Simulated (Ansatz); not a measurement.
Ansatz (an electronic-structure program) input:

Ansatz 0.2 input:
```yaml
crystal:
  periodic: [false, false, false]
  atoms:
    - {symbol: C, position_ang: [1.17178753, -0.40786818, 0.00814112]}
    - {symbol: C, position_ang: [0.00377973, 0.55379578, -0.00922938]}
    - {symbol: O, position_ang: [-1.19926796, -0.21360277, 0.00218953]}
    - {symbol: H, position_ang: [-1.95146033, 0.38657997, -0.00867812]}
    - {symbol: H, position_ang: [0.04636729, 1.21437980, 0.86589957]}
    - {symbol: H, position_ang: [0.04839412, 1.18483951, -0.90579449]}
    - {symbol: H, position_ang: [2.11638052, 0.13933088, 0.00009803]}
    - {symbol: H, position_ang: [1.13951779, -1.03119502, 0.90289190]}
    - {symbol: H, position_ang: [1.14154074, -1.06067865, -0.86540354]}
basis:
  gaussian:
    orbitals: def2-TZVPD
hamiltonian:
  xc: {name: B3LYP}
output: {forces: true}
```

Q: What final total energy does it print?

A: -155.11179 Eh (B3LYP/def2-TZVPD). The basis has 168 functions.
